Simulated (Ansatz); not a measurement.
A made-up structure of CH$_{2}$NaO (charge -1), singlet:

```xyz
5
angstrom
O 1.7414 0.3323 0.1259
C 0.6609 -0.1892 0.2954
Na -2.6608 0.7416 -1.1735
H 0.2902 -1.0112 -0.3484
H 2.6007 -0.1155 0.1710
```

It is relaxed with PBE-D4/def2-SVPD and then PBE0-D4/def2-TZVPD (Ansatz 0.2.0). Atoms count as bonded within 1.22 times the sum of their covalent radii (H–H: 0.88 Å). The end point is not checked to be a true minimum.

Does its bonding change? (A judgement: the text doesn't fix the answer.)

Computed: Yes. Formed: C2–Na3; broken: none.

Where it ends: The first stage lowers the energy by 1.63 eV in 12 steps. It ends as CH₂NaO ([OH][CH][Na]), total charge -1:
```
5
angstrom
O 1.4806 0.4768 0.2187
C 0.2887 -0.1960 0.3024
Na -1.7162 0.6819 -0.9729
H 0.4404 -1.1896 -0.1914
H 2.1388 -0.0151 -0.2864
```

Labels in which every atom is bracketed show which atoms are joined, not bond orders.

For scale, one of the runs: PBE0-D4/def2-TZVPD relaxation, 130 basis functions, launched by `ansatz run in.yaml --threads 2 --pin off --events-out ev --progress --plain --max-ram 4352MiB`. The run took about 26 s on 2 CPU threads of an Intel Xeon Platinum 8259CL (shared host).
